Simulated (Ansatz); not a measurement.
A made-up structure of CH2ClMg, doublet:

C1  (-0.624, 0.638, -0.452)
Mg2  (2.009, -2.055, 1.453)
Cl3  (0.645, -0.659, 0.464)
H4  (-1.043, 0.506, -1.450)
H5  (-0.987, 1.571, -0.015)
(Å)

It is relaxed with PBE-D4/def2-SVP and then PBE0-D4/def2-TZVP (Ansatz 0.2.0). Atoms count as bonded within 1.22 times the sum of their covalent radii (H–H: 0.88 Å). The end point is not checked to be a true minimum.

Q: Does its bonding change? (Judge from chemistry; the calculation decides.)

A: The calculation gives: Yes. Formed: C1–Mg2; broken: none.

Where it ends: The first stage lowers the energy by 1.18 eV in 19 steps. It ends as CH₂ClMg ([CH2]1[Mg][Cl]1):
```
5
angstrom
C -0.3379 0.0159 0.0010
Mg 0.9226 -1.3643 0.9795
Cl 1.1957 0.8073 -0.6458
H -0.9173 -0.2594 -0.8799
H -0.8632 0.8004 0.5452
```

Labels in which every atom is bracketed show which atoms are joined, not bond orders.

For scale, one of the runs: PBE0-D4/def2-TZVP relaxation, 112 basis functions, launched by `ansatz run in.yaml --threads 2 --pin off --events-out ev --progress --plain --max-ram 4352MiB`. The run took about 36 s on 2 CPU threads of an AMD EPYC 9R45 (shared host).
